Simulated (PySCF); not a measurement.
phosphine (H3P), SMILES P.

Geometry: PBE0-D3(BJ)/def2-TZVPD.

Method: PBE/def2-TZVPD run with PySCF.

Symmetry labels are those of the subgroup Cs that the program uses (full group C3v).

Computed valence orbital energies around the gap with their symmetry:
```json
[
 {"orbital": "HOMO−7", "symmetry": "A'", "energy (eV)": "-171.44"},
 {"orbital": "HOMO−6", "symmetry": "A'", "energy (eV)": "-122.90"},
 {"orbital": "HOMO−5", "symmetry": "A\"", "energy (eV)": "-122.90"},
 {"orbital": "HOMO−4", "symmetry": "A'", "energy (eV)": "-122.78"},
 {"orbital": "HOMO−3", "symmetry": "A'", "energy (eV)": "-15.97"},
 {"orbital": "HOMO−2", "symmetry": "A\"", "energy (eV)": "-9.41"},
 {"orbital": "HOMO−1", "symmetry": "A'", "energy (eV)": "-9.41"},
 {"orbital": "HOMO", "symmetry": "A'", "energy (eV)": "-6.71"},
 {"orbital": "LUMO", "symmetry": "A'", "energy (eV)": "-0.32"},
 {"orbital": "LUMO+1", "symmetry": "A\"", "energy (eV)": "-0.26"},
 {"orbital": "LUMO+2", "symmetry": "A'", "energy (eV)": "-0.26"},
 {"orbital": "LUMO+3", "symmetry": "A\"", "energy (eV)": "2.15"}
]
```
